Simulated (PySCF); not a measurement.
## Core binding energy against partial charge

Compound: C4H4S2.
Atom-mapped SMILES: `[SH:1][c:2]1[cH:3][cH:4][cH:5][s:6]1`

Binding energies: delta-SCF UKS SCAN, pcX-2 on the ionised atom, pcseg-1 elsewhere, spin-free X2C in PySCF. Charges: PBE0/pcSseg-1 ground-state density, for the ionised atom.

| atom | environment | C 1s (eV) | Mulliken (e) | IAO (e) | Hirshfeld (e) | ESP (e) |
| --- | --- | --- | --- | --- | --- | --- |
| C3 | aromatic CH carbon | 290.45 | +0.041 | -0.171 | -0.073 | +0.027 |
| C4 | aromatic CH carbon | 290.50 | -0.070 | -0.183 | -0.072 | -0.295 |
| C5 | aromatic CH next to a ring sulfur | 290.76 | -0.280 | -0.317 | -0.080 | -0.195 |
| C2 | substituted aromatic carbon | 291.28 | -0.539 | -0.295 | -0.061 | -0.071 |

Task: Give the correlation coefficient and slope of binding energy on charge for each scheme.

Result: ESP: r = 0.15, slope 0.4 eV per e; IAO: r = -0.76, slope -3.8 eV per e; Mulliken: r = -0.98, slope -1.5 eV per e. On 4 points no scheme stands out. The Hirshfeld charges vary by under 0.03 e and aren't fitted.

Task: The point-charge model writes a binding energy as kq + V + constant, with V the potential of the other atoms' charges at the site. What does it give with the ESP charges?

Result: V = Σ 14.40 eV Å × q/r over all other atoms: -1.47 eV at C3, +2.48 eV at C4, +1.40 eV at C5, -0.43 eV at C2. Fitting binding energy − V to q gives k = 13.0 eV per e and leaves an rms residual of 0.39 eV, against 0.33 eV for the fit on q alone. The model has no term for differences in relaxation between sites.

One conformer (not necessarily the lowest) at the PBE0-D3(BJ)/def2-SVP geometry, without solvent, vibrations or thermal averaging.

The values belong to the conformer `[SH:1][c:2]1[cH:3][cH:4][cH:5][s:6]1`: H–S1–C2–C3 -105°.
